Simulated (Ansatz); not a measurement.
A nudged elastic band was laid between two geometries of AlClH2 + H2 (6 atoms, charge 0, multiplicity 1).

Method: RKS B3LYP/def2-SVP (Ansatz 0.2.0).

```json
{
  "movable images": "7",
  "climbing image": "yes",
  "spring": "5.0 eV/Å²",
  "optimiser": "quadratic models (default)",
  "start path": "through a guess of the saddle point",
  "force threshold": "0.03 eV/Å",
  "iteration limit": "60",
  "end points": "relaxed"
}
```

Image 0:

```xyz
6
Properties=species:S:1:pos:R:3
Al 0.003 0.149 0.214
Cl -0.016 0.812 2.234
H 1.398 0.050 -0.510
H -1.386 -0.033 -0.508
H 0.080 -2.246 0.507
H 0.066 -1.998 1.229
```

Image 8:

```xyz
6
Properties=species:S:1:pos:R:3
Al 0.021 -0.454 -0.360
Cl 0.008 -0.035 2.361
H 1.373 0.321 -0.662
H -1.376 0.237 -0.662
H 0.069 -2.028 -0.115
H 0.048 -1.306 2.603
```

(1) Which bonds break or form, and what moves?

(2) Give the energies along the band, and the barrier.

(3) What is the geometry of the highest image?

(4) What are the harmonic wavenumbers there?

## Answers

(1) Bonds broken: H5–H6. Bonds formed: Al1–H5, Cl2–H6. AlClH2 + H2 becomes AlClH4.

(2) The run converged. The highest image is number 5 of 0 to 8, 132.0 kJ/mol above the first end and 10.1 kJ/mol above the last; the last end lies 121.9 kJ/mol above the first. A vibrational analysis at the climbing image gives one clearly imaginary mode, 422i cm⁻¹: a first-order saddle point. The orbitals stay closed-shell, which can raise the energy where a bond breaks towards radicals; this wasn't checked here.

```tsv
image	path coordinate (Å)	energy (kJ/mol)	H5–H6 (Å)	Al1–H5 (Å)	Cl2–H6 (Å)
0	0.00	0.0	0.76	2.41	2.98
1	0.32	2.5	0.77	2.27	2.62
2	0.64	16.1	0.78	2.10	2.26
3	0.96	53.4	0.82	1.90	1.94
4	1.28	111.8	1.03	1.75	1.64
5	1.60	132.0	1.37	1.65	1.40
6	1.98	128.1	1.82	1.61	1.31
7	2.37	124.1	2.30	1.60	1.30
8	2.75	121.9	2.81	1.59	1.29
```

(3) 
```xyz
6
Properties=species:S:1:pos:R:3:forces:R:3
Al 0.018 -0.378 -0.144 0.00 -0.03 0.00
Cl 0.013 -0.012 2.393 0.00 0.02 0.01
H 1.409 0.162 -0.655 0.00 0.00 0.00
H -1.402 0.087 -0.650 -0.01 0.00 0.00
H 0.061 -1.894 0.511 0.00 0.02 -0.02
H 0.045 -1.231 1.711 0.00 -0.01 0.00
```

(4) 422i, 285, 387, 584, 702, 801, 913, 998, 1591, 1929, 1958, 1972 cm⁻¹.

Run time: 69 s on 1 thread of Arm Neoverse V1 (shared host), peak memory 0.1 GiB.
